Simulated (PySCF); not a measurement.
Compound: C3H5F2N.
SMILES: `FC(F)[C@H]1NC1`

Torsions of this conformer, `[F:1][CH:2]([F:3])[C@@H:4]1[CH2:5][NH:6]1`: F1–C2–C4–C5 -88°.

The closed-shell ground state was solved at several levels (PySCF, density fitting, gas phase, non-relativistic). The structure is a single PBE0-D3(BJ)/def2-SVP conformer in the gas phase; no vibrational or solvent corrections.

```tsv
level	basis functions	HOMO (eV)	LUMO (eV)	gap (eV)	dipole (D)
KT3/pcSseg-2	286	-6.53	-0.59	5.94	2.59
PBE0/pcSseg-1	127	-7.77	1.03	8.80	2.70
B3LYP/pcJ-1	212	-7.48	0.71	8.19	2.71
```

What might PBE0/def2-SVPD (166 basis functions) give for the same quantities?

HOMO -7.89 eV, LUMO 0.58 eV, gap 8.47 eV, dipole 2.76 D.

Over all these levels, which gives the widest orbital gap and which the narrowest?

PBE0/pcSseg-1 (global hybrid, 25 % exact exchange) has the widest, 8.80 eV, and KT3/pcSseg-2 (GGA) the narrowest, 5.94 eV. Functional and basis both differ between the two, so the spread mixes both effects.

How far do the dipole and the HOMO energy spread over the levels?

The dipole runs from 2.59 to 2.76 D (mean 2.69 D) and the HOMO from -7.89 to -6.53 eV.
